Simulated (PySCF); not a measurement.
H3Si, SMILES [SiH3], multiplicity 2. Atoms are numbered in the order given.

```xyz
4

Si     0.0000     0.0000     0.0803
H      1.2222    -0.7057    -0.3746
H     -1.2222    -0.7057    -0.3746
H      0.0000     1.4113    -0.3746
```
Charge 0, spin multiplicity 2.

Coordinates come from a B3LYP-D3(BJ)/def2-TZVPD optimisation. The isomer is the one that the SMILES or the coordinates give; other isomers of the formula were not compared.

Level of theory: PBE0/pcH-1 (PySCF).

Unrestricted Kohn–Sham, ⟨S²⟩ = 0.752. Hyperfine tensors hold the contact and dipolar terms, without spin-orbit corrections.

Computed hyperfine couplings:
| nucleus | A(iso) (MHz) | A(iso) (G) | dipolar principal values (MHz) |
|---|---|---|---|
| 29Si no. 1 | -461.3 | -164.6 | -173.1, 86.5, 86.5 |
| 1H no. 2 | 14.9 | 5.3 | -9.9, 1.5, 8.4 |
| 1H no. 3 | 14.9 | 5.3 | -9.9, 1.5, 8.4 |
| 1H no. 4 | 14.9 | 5.3 | -9.9, 1.5, 8.4 |

Q: And the g tensor (effective nuclear charges for spin-orbit coupling, GIAO)? (An estimate is asked for; the answer gives what the named calculation found.)

A: principal values 2.0023, 2.0049, 2.0049; isotropic 2.0040.
